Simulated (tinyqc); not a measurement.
Inside a calculation (part 1 of 3). Method: CCSD on RHF in the sto-6g basis, for H3O+, spin multiplicity 1. Computed by tinyqc, a small Python program that keeps every step (integrals from PySCF). Settings: charge = 1, multiplicity = 1, basis = sto-6g, method = RHF, energy threshold = 1e-10, iteration cap = 53, orthogonalisation = symmetric, start = core, DIIS depth = 6, amplitude equations = CCSD, DIIS depth for amplitudes = 6, cap on updates = 70. Command: `OMP_NUM_THREADS=1 python tinyqc.py 26792 26793 out.jsonl` (the two numbers bound the seeds that draw the settings). One thread of a shared host (Intel(R) Xeon(R) Processor @ 2.60GHz), about 0.4 s of CPU time with the checks. The early iterations of the SCF are left out here.

## One-electron integrals

Geometry (angstrom):
```
atom          x          y         z
O      0.000000   0.000000  0.020000
H      1.090000   0.000000  0.000000
H     -0.545000   0.944000  0.000000
H     -0.545000  -0.944000  0.000000
```

Basis sto-6g: exponents (1/bohr^2) and contraction coefficients of normalised primitives:
```
element  l (shell)     exponent  coefficient
O            s (1)  1355.584234     0.009164
O            s (1)   248.544885     0.049361
O            s (1)    69.533902     0.168538
O            s (1)    23.886772     0.370563
O            s (1)     9.275933     0.416492
O            s (1)     3.820341     0.130334
O            s (2)    52.187762    -0.013253
O            s (2)    10.329320    -0.046992
O            s (2)     3.210345    -0.033785
O            s (2)     1.235135     0.250242
O            s (2)     0.536420     0.595117
O            s (2)     0.245881     0.240706
O            p (3)    52.187762     0.003760
O            p (3)    10.329320     0.037679
O            p (3)     3.210345     0.173897
O            p (3)     1.235135     0.418036
O            p (3)     0.536420     0.425860
O            p (3)     0.245881     0.101708
H            s (1)    35.523221     0.009164
H            s (1)     6.513144     0.049361
H            s (1)     1.822143     0.168538
H            s (1)     0.625955     0.370563
H            s (1)     0.243077     0.416492
H            s (1)     0.100112     0.130334
```

Overlap, kinetic and nuclear-attraction integrals over the contracted functions; the nuclear repulsion is the sum of Za Zb / Rab.

nuclear repulsion = 12.49031613 hartree

overlap S:
```
           1O 1s     1O 2s     1O 2px     1O 2py     1O 2pz      2H 1s      3H 1s      4H 1s
1O 1s   1.000000  0.231145   0.000000   0.000000   0.000000   0.040821   0.040819   0.040819
1O 2s   0.231145  1.000000   0.000000   0.000000   0.000000   0.394106   0.394089   0.394089
1O 2px  0.000000  0.000000   1.000000   0.000000   0.000000   0.343768  -0.171874  -0.171874
1O 2py  0.000000  0.000000   0.000000   1.000000   0.000000   0.000000   0.297706  -0.297706
1O 2pz  0.000000  0.000000   0.000000   0.000000   1.000000  -0.006308  -0.006307  -0.006307
2H 1s   0.040821  0.394106   0.343768   0.000000  -0.006308   1.000000   0.143209   0.143209
3H 1s   0.040819  0.394089  -0.171874   0.297706  -0.006307   0.143209   1.000000   0.143198
4H 1s   0.040819  0.394089  -0.171874  -0.297706  -0.006307   0.143209   0.143198   1.000000
```

kinetic energy T (hartree):
```
            1O 1s      1O 2s     1O 2px     1O 2py     1O 2pz      2H 1s      3H 1s      4H 1s
1O 1s   29.327197  -0.896024   0.000000   0.000000   0.000000  -0.005707  -0.005707  -0.005707
1O 2s   -0.896024   0.842618   0.000000   0.000000   0.000000   0.072904   0.072894   0.072894
1O 2px   0.000000   0.000000   2.531309   0.000000   0.000000   0.191317  -0.095648  -0.095648
1O 2py   0.000000   0.000000   0.000000   2.531309   0.000000   0.000000   0.165672  -0.165672
1O 2pz   0.000000   0.000000   0.000000   0.000000   2.531309  -0.003510  -0.003510  -0.003510
2H 1s   -0.005707   0.072904   0.191317   0.000000  -0.003510   0.768522  -0.010126  -0.010126
3H 1s   -0.005707   0.072894  -0.095648   0.165672  -0.003510  -0.010126   0.768522  -0.010127
4H 1s   -0.005707   0.072894  -0.095648  -0.165672  -0.003510  -0.010126  -0.010127   0.768522
```

nuclear attraction V (hartree):
```
             1O 1s       1O 2s      1O 2px      1O 2py      1O 2pz      2H 1s      3H 1s      4H 1s
1O 1s   -62.714496   -6.487870   -0.000001    0.000000    0.000697  -1.306523  -1.306438  -1.306438
1O 2s    -6.487870  -10.447941   -0.000010    0.000000    0.008038  -3.174995  -3.174835  -3.174835
1O 2px   -0.000001   -0.000010  -10.493670    0.000000    0.000000  -2.464504   1.232166   1.232166
1O 2py    0.000000    0.000000    0.000000  -10.493669    0.000000   0.000000  -2.134251   2.134251
1O 2pz    0.000697    0.008038    0.000000    0.000000  -10.355251   0.047140   0.047137   0.047137
2H 1s    -1.306523   -3.174995   -2.464504    0.000000    0.047140  -5.599551  -0.913890  -0.913890
3H 1s    -1.306438   -3.174835    1.232166   -2.134251    0.047137  -0.913890  -5.599455  -0.913819
4H 1s    -1.306438   -3.174835    1.232166    2.134251    0.047137  -0.913890  -0.913819  -5.599455
```

core Hamiltonian H = T + V (hartree):
```
             1O 1s      1O 2s     1O 2px     1O 2py     1O 2pz      2H 1s      3H 1s      4H 1s
1O 1s   -33.387299  -7.383894  -0.000001   0.000000   0.000697  -1.312230  -1.312145  -1.312145
1O 2s    -7.383894  -9.605323  -0.000010   0.000000   0.008038  -3.102091  -3.101941  -3.101941
1O 2px   -0.000001  -0.000010  -7.962361   0.000000   0.000000  -2.273187   1.136518   1.136518
1O 2py    0.000000   0.000000   0.000000  -7.962360   0.000000   0.000000  -1.968579   1.968579
1O 2pz    0.000697   0.008038   0.000000   0.000000  -7.823942   0.043630   0.043627   0.043627
2H 1s    -1.312230  -3.102091  -2.273187   0.000000   0.043630  -4.831029  -0.924017  -0.924017
3H 1s    -1.312145  -3.101941   1.136518  -1.968579   0.043627  -0.924017  -4.830933  -0.923946
4H 1s    -1.312145  -3.101941   1.136518   1.968579   0.043627  -0.924017  -0.923946  -4.830933
```

## Two-electron integrals

Functions are numbered as in S; the eight-fold symmetry (ij|kl) = (ji|kl) = (kl|ij) leaves the list below.

Two-electron integrals (ij|kl) in chemists' order, unique and non-zero (hartree):
```
(11|11) 4.787491    (21|11) 0.675884    (21|21) 0.121505    (22|11) 1.117379
(22|21) 0.249212    (22|22) 0.817383    (31|31) 0.025762    (32|31) 0.039145
(32|32) 0.180664    (33|11) 1.117381    (33|21) 0.249212    (33|22) 0.817382
(33|33) 0.880663    (41|41) 0.025762    (42|41) 0.039145    (42|42) 0.180664
(43|43) 0.047461    (44|11) 1.117381    (44|21) 0.249212    (44|22) 0.817382
(44|33) 0.785741    (44|44) 0.880663    (51|51) 0.025762    (52|51) 0.039145
(52|52) 0.180664    (53|53) 0.047461    (54|54) 0.047461    (55|11) 1.117381
(55|21) 0.249212    (55|22) 0.817382    (55|33) 0.785741    (55|44) 0.785741
(55|55) 0.880663    (61|11) 0.127131    (61|21) 0.021913    (61|22) 0.043987
(61|31) 0.001074    (61|32) 0.002102    (61|33) 0.044175    (61|44) 0.043893
(61|51) -0.000020   (61|52) -0.000039   (61|53) -0.000005   (61|55) 0.043894
(61|61) 0.004028    (62|11) 0.319477    (62|21) 0.072302    (62|22) 0.263882
(62|31) 0.005804    (62|32) 0.043469    (62|33) 0.272782    (62|44) 0.259429
(62|51) -0.000106   (62|52) -0.000798   (62|53) -0.000245   (62|55) 0.259433
(62|61) 0.013121    (62|62) 0.107600    (63|11) 0.235652    (63|21) 0.054071
(63|22) 0.210450    (63|31) 0.011655    (63|32) 0.077325    (63|33) 0.229186
(63|44) 0.201080    (63|51) -0.000069   (63|52) -0.000595   (63|53) -0.000353
(63|55) 0.201084    (63|61) 0.010243    (63|62) 0.104312    (63|63) 0.114859
(64|41) 0.007894    (64|42) 0.044897    (64|43) 0.008895    (64|54) -0.000163
(64|64) 0.014916    (65|11) -0.004324   (65|21) -0.000992   (65|22) -0.003861
(65|31) -0.000069   (65|32) -0.000595   (65|33) -0.003879   (65|44) -0.003690
(65|51) 0.007895    (65|52) 0.044908    (65|53) 0.008898    (65|55) -0.004016
(65|61) -0.000188   (65|62) -0.001914   (65|63) -0.001834   (65|65) 0.014950
(66|11) 0.474578    (66|21) 0.109402    (66|22) 0.457716    (66|31) 0.010998
(66|32) 0.113793    (66|33) 0.493531    (66|44) 0.439799    (66|51) -0.000202
(66|52) -0.002088   (66|53) -0.000986   (66|55) 0.439817    (66|61) 0.020037
(66|62) 0.240636    (66|63) 0.266028    (66|65) -0.004881   (66|66) 0.774999
(71|11) 0.127123    (71|21) 0.021912    (71|22) 0.043984    (71|31) -0.000537
(71|32) -0.001051   (71|33) 0.043961    (71|41) 0.000930    (71|42) 0.001821
(71|43) -0.000122   (71|44) 0.044102    (71|51) -0.000020   (71|52) -0.000039
(71|53) 2.58e-06    (71|54) -4.47e-06   (71|55) 0.043891    (71|61) 0.003955
(71|62) 0.012594    (71|63) 0.009209    (71|64) 0.000364    (71|65) -0.000181
(71|66) 0.018979    (71|71) 0.004028    (72|11) 0.319460    (72|21) 0.072298
(72|22) 0.263869    (72|31) -0.002902   (72|32) -0.021733   (72|33) 0.262754
(72|41) 0.005026    (72|42) 0.037644    (72|43) -0.005782   (72|44) 0.269431
(72|51) -0.000106   (72|52) -0.000798   (72|53) 0.000122    (72|54) -0.000212
(72|55) 0.259421    (72|61) 0.012594    (72|62) 0.083065    (72|63) 0.061799
(72|64) 0.009373    (72|65) -0.001432   (72|66) 0.147261    (72|71) 0.013119
(72|72) 0.107591    (73|11) -0.117818   (73|21) -0.027034   (73|22) -0.105218
(73|31) 0.008834    (73|32) 0.053001    (73|33) -0.110717   (73|41) -0.001628
(73|42) -0.014041   (73|43) 0.009936    (73|44) -0.104402   (73|51) 0.000034
(73|52) 0.000297    (73|53) -0.000211   (73|54) 0.000082    (73|55) -0.100535
(73|61) -0.004289   (73|62) -0.022782   (73|63) -0.006562   (73|64) -0.001942
(73|65) 0.000384    (73|66) -0.031359   (73|71) -0.005121   (73|72) -0.052151
(73|73) 0.039897    (74|11) 0.204074    (74|21) 0.046826    (74|22) 0.182250
(74|31) -0.001628   (74|32) -0.014041   (74|33) 0.176369    (74|41) 0.010714
(74|42) 0.069215    (74|43) -0.008316   (74|44) 0.196242    (74|51) -0.000060
(74|52) -0.000515   (74|53) 0.000082    (74|54) -0.000305   (74|55) 0.174138
(74|61) 0.008157    (74|62) 0.058207    (74|63) 0.043030    (74|64) 0.017160
(74|65) -0.000985   (74|66) 0.104776    (74|71) 0.008870    (74|72) 0.090330
(74|73) -0.043272   (74|74) 0.089867    (75|11) -0.004324   (75|21) -0.000992
(75|22) -0.003861   (75|31) 0.000034    (75|32) 0.000297    (75|33) -0.003737
(75|41) -0.000060   (75|42) -0.000515   (75|43) 0.000082    (75|44) -0.003831
(75|51) 0.007895    (75|52) 0.044906    (75|53) -0.004449   (75|54) 0.007706
(75|55) -0.004016   (75|61) -0.000181   (75|62) -0.001432   (75|63) -0.001045
(75|64) -0.000160   (75|65) 0.011033    (75|66) -0.002754   (75|71) -0.000188
(75|72) -0.001914   (75|73) 0.000917    (75|74) -0.001588   (75|75) 0.014948
(76|11) 0.088107    (76|21) 0.020104    (76|22) 0.078602    (76|31) 0.000661
(76|32) 0.005722    (76|33) 0.079146    (76|41) 0.001145    (76|42) 0.009911
(76|43) 0.000371    (76|44) 0.079574    (76|51) -0.000049   (76|52) -0.000420
(76|53) -0.000050   (76|54) -0.000086   (76|55) 0.077088    (76|61) 0.003591
(76|62) 0.030587    (76|63) 0.027747    (76|64) 0.003269    (76|65) -0.000613
(76|66) 0.068661    (76|71) 0.003591    (76|72) 0.030586    (76|73) -0.011042
(76|74) 0.025663    (76|75) -0.000613   (76|76) 0.010667    (77|11) 0.474567
(77|21) 0.109399    (77|22) 0.457707    (77|31) -0.005499   (77|32) -0.056893
(77|33) 0.453222    (77|41) 0.009524    (77|42) 0.098546    (77|43) -0.023266
(77|44) 0.480089    (77|51) -0.000202   (77|52) -0.002088   (77|53) 0.000493
(77|54) -0.000854   (77|55) 0.439808    (77|61) 0.018980    (77|62) 0.147265
(77|63) 0.106421    (77|64) 0.025230    (77|65) -0.002754   (77|66) 0.278834
(77|71) 0.020035    (77|72) 0.240623    (77|73) -0.133004   (77|74) 0.230378
(77|75) -0.004881   (77|76) 0.068661    (77|77) 0.774999    (81|11) 0.127123
(81|21) 0.021912    (81|22) 0.043984    (81|31) -0.000537   (81|32) -0.001051
(81|33) 0.043961    (81|41) -0.000930   (81|42) -0.001821   (81|43) 0.000122
(81|44) 0.044102    (81|51) -0.000020   (81|52) -0.000039   (81|53) 2.58e-06
(81|54) 4.47e-06    (81|55) 0.043891    (81|61) 0.003955    (81|62) 0.012594
(81|63) 0.009209    (81|64) -0.000364   (81|65) -0.000181   (81|66) 0.018979
(81|71) 0.003955    (81|72) 0.012593    (81|73) -0.004919   (81|74) 0.007793
(81|75) -0.000181   (81|76) 0.003473    (81|77) 0.018979    (81|81) 0.004028
(82|11) 0.319460    (82|21) 0.072298    (82|22) 0.263869    (82|31) -0.002902
(82|32) -0.021733   (82|33) 0.262754    (82|41) -0.005026   (82|42) -0.037644
(82|43) 0.005782    (82|44) 0.269431    (82|51) -0.000106   (82|52) -0.000798
(82|53) 0.000122    (82|54) 0.000212    (82|55) 0.259421    (82|61) 0.012594
(82|62) 0.083065    (82|63) 0.061799    (82|64) -0.009373   (82|65) -0.001432
(82|66) 0.147261    (82|71) 0.012593    (82|72) 0.083061    (82|73) -0.039014
(82|74) 0.048832    (82|75) -0.001432   (82|76) 0.024287    (82|77) 0.147257
(82|81) 0.013119    (82|82) 0.107591    (83|11) -0.117818   (83|21) -0.027034
(83|22) -0.105218   (83|31) 0.008834    (83|32) 0.053001    (83|33) -0.110717
(83|41) 0.001628    (83|42) 0.014041    (83|43) -0.009936   (83|44) -0.104402
(83|51) 0.000034    (83|52) 0.000297    (83|53) -0.000211   (83|54) -0.000082
(83|55) -0.100535   (83|61) -0.004289   (83|62) -0.022782   (83|63) -0.006562
(83|64) 0.001942    (83|65) 0.000384    (83|66) -0.031359   (83|71) -0.004919
(83|72) -0.039014   (83|73) 0.029019    (83|74) -0.022485   (83|75) 0.000661
(83|76) -0.008606   (83|77) -0.075054   (83|81) -0.005121   (83|82) -0.052151
(83|83) 0.039897    (84|11) -0.204074   (84|21) -0.046826   (84|22) -0.182250
(84|31) 0.001628    (84|32) 0.014041    (84|33) -0.176369   (84|41) 0.010714
(84|42) 0.069215    (84|43) -0.008316   (84|44) -0.196242   (84|51) 0.000060
(84|52) 0.000515    (84|53) -0.000082   (84|54) -0.000305   (84|55) -0.174138
(84|61) -0.008157   (84|62) -0.058207   (84|63) -0.043030   (84|64) 0.017160
(84|65) 0.000985    (84|66) -0.104776   (84|71) -0.007793   (84|72) -0.048832
(84|73) 0.022485    (84|74) -0.018424   (84|75) 0.000825    (84|76) -0.014907
(84|77) -0.079546   (84|81) -0.008870   (84|82) -0.090330   (84|83) 0.043272
(84|84) 0.089867    (85|11) -0.004324   (85|21) -0.000992   (85|22) -0.003861
(85|31) 0.000034    (85|32) 0.000297    (85|33) -0.003737   (85|41) 0.000060
(85|42) 0.000515    (85|43) -0.000082   (85|44) -0.003831   (85|51) 0.007895
(85|52) 0.044906    (85|53) -0.004449   (85|54) -0.007706   (85|55) -0.004016
(85|61) -0.000181   (85|62) -0.001432   (85|63) -0.001045   (85|64) 0.000160
(85|65) 0.011033    (85|66) -0.002754   (85|71) -0.000181   (85|72) -0.001432
(85|73) 0.000661    (85|74) -0.000825   (85|75) 0.011033    (85|76) -0.000470
(85|77) -0.002754   (85|81) -0.000188   (85|82) -0.001914   (85|83) 0.000917
(85|84) 0.001588    (85|85) 0.014948    (86|11) 0.088107    (86|21) 0.020104
(86|22) 0.078602    (86|31) 0.000661    (86|32) 0.005722    (86|33) 0.079146
(86|41) -0.001145   (86|42) -0.009911   (86|43) -0.000371   (86|44) 0.079574
(86|51) -0.000049   (86|52) -0.000420   (86|53) -0.000050   (86|54) 0.000086
(86|55) 0.077088    (86|61) 0.003591    (86|62) 0.030587    (86|63) 0.027747
(86|64) -0.003269   (86|65) -0.000613   (86|66) 0.068661    (86|71) 0.003473
(86|72) 0.024287    (86|73) -0.008606   (86|74) 0.014907    (86|75) -0.000470
(86|76) 0.008570    (86|77) 0.044016    (86|81) 0.003591    (86|82) 0.030586
(86|83) -0.011042   (86|84) -0.025663   (86|85) -0.000613   (86|86) 0.010667
(87|11) 0.088100    (87|21) 0.020102    (87|22) 0.078596    (87|31) -0.001322
(87|32) -0.011442   (87|33) 0.079782    (87|44) 0.078926    (87|51) -0.000049
(87|52) -0.000420   (87|53) 0.000099    (87|55) 0.077082    (87|61) 0.003473
(87|62) 0.024286    (87|63) 0.017212    (87|65) -0.000470   (87|66) 0.044013
(87|71) 0.003590    (87|72) 0.030583    (87|73) -0.016702   (87|74) 0.022393
(87|75) -0.000613   (87|76) 0.008570    (87|77) 0.068655    (87|81) 0.003590
(87|82) 0.030583    (87|83) -0.016702   (87|84) -0.022393   (87|85) -0.000613
(87|86) 0.008570    (87|87) 0.010665    (88|11) 0.474567    (88|21) 0.109399
(88|22) 0.457707    (88|31) -0.005499   (88|32) -0.056893   (88|33) 0.453222
(88|41) -0.009524   (88|42) -0.098546   (88|43) 0.023266    (88|44) 0.480089
(88|51) -0.000202   (88|52) -0.002088   (88|53) 0.000493    (88|54) 0.000854
(88|55) 0.439808    (88|61) 0.018980    (88|62) 0.147265    (88|63) 0.106421
(88|64) -0.025230   (88|65) -0.002754   (88|66) 0.278834    (88|71) 0.018979
(88|72) 0.147257    (88|73) -0.075054   (88|74) 0.079546    (88|75) -0.002754
(88|76) 0.044016    (88|77) 0.278828    (88|81) 0.020035    (88|82) 0.240623
(88|83) -0.133004   (88|84) -0.230378   (88|85) -0.004881   (88|86) 0.068661
(88|87) 0.068655    (88|88) 0.774999
```

## Orthogonalisation

S = U s U^T; symmetric (Loewdin) form X = U s^(-1/2) U^T, so that X^T S X = 1.

eigenvalues of S: 0.413119  0.501327  0.501337  0.985672  1.000855  1.355460  1.355465  1.886765

X:
```
            1O 1s      1O 2s     1O 2px     1O 2py     1O 2pz      2H 1s      3H 1s      4H 1s
1O 1s    1.023064  -0.139091  -0.000001   0.000000   0.000304   0.016872   0.016871   0.016871
1O 2s   -0.139091   1.225686   0.000007   0.000000  -0.003211  -0.219579  -0.219565  -0.219565
1O 2px  -0.000001   0.000007   1.089239   0.000000   0.000000  -0.222736   0.111361   0.111361
1O 2py   0.000000   0.000000   0.000000   1.089236   0.000000   0.000000  -0.192887   0.192887
1O 2pz   0.000304  -0.003211   0.000000   0.000000   1.000050   0.003455   0.003455   0.003455
2H 1s    0.016872  -0.219579  -0.222736   0.000000   0.003455   1.135311  -0.046722  -0.046722
3H 1s    0.016871  -0.219565   0.111361  -0.192887   0.003455  -0.046722   1.135298  -0.046718
4H 1s    0.016871  -0.219565   0.111361   0.192887   0.003455  -0.046722  -0.046718   1.135298
```
